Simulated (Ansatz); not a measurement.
# AlPH (sextet): wave-function methods side by side, def2-QZVPP

An exercise on one series of results from a longer session: the logs are not shown, and one member is left open.

Method: def2-QZVPP, core rule «outside noble gas», up to 10 orbitals frozen; program: Ansatz 0.2.0, Gaussian basis.

Plan: UHF; ROHF; CCSD(T) on UHF.

### What is computed

The geometry is a PBE0/def2-TZVP stationary point (not a proven minimum) of the parent state, kept for this charge and spin.

3 atoms, charge 0, spin multiplicity 6.

Atoms are counted from 1 here; the program's logs count them from 0.

Bond lengths: Al1–P2 2.392 Å, P2–H3 1.430 Å. Angles: Al1–P2–H3 98.4°.

The first run:

Contents of in.yaml:

```yaml
crystal:
  periodic: [false, false, false]
  atoms:
    - {symbol: Al, position_ang: [0.000000, 0.034843, 1.300562]}
    - {symbol: P, position_ang: [0.000000, -0.073644, -1.088657]}
    - {symbol: H, position_ang: [0.000000, 1.330368, -1.360548]}
basis:
  gaussian: {orbitals: "def2-QZVPP.json"}
magnetization: {spin_polarized: true, initial_magnetization: 5}
hamiltonian: {xc: hf}
output: {orbitals: {seedname: orbitals}}
```

The run is started by

```bash
$ ansatz run in.yaml --threads 1 --pin off --events-out ev --progress --plain --max-ram 2393MiB
```

Among the steps run: UHF; ROHF; CCSD(T) on UHF.

One of the session's tables, all rows but one given; the rest of the session is left out.

It belongs to the step «Misses and costs». 

| method | from UCCSD(T) (meV) |
| --- | --- |
| ROHF | +4886.6 |
| UHF | ? |
| UMP2 | +948.5 |
| UCCSD | +199.7 |
| UCCSD(T) | 0 |

Estimate the missing values for UHF.

As computed: from UCCSD(T) (meV): +4733.1. In the column «from UCCSD(T) (meV)» it lies between UMP2 (+948.5) and ROHF (+4886.6).
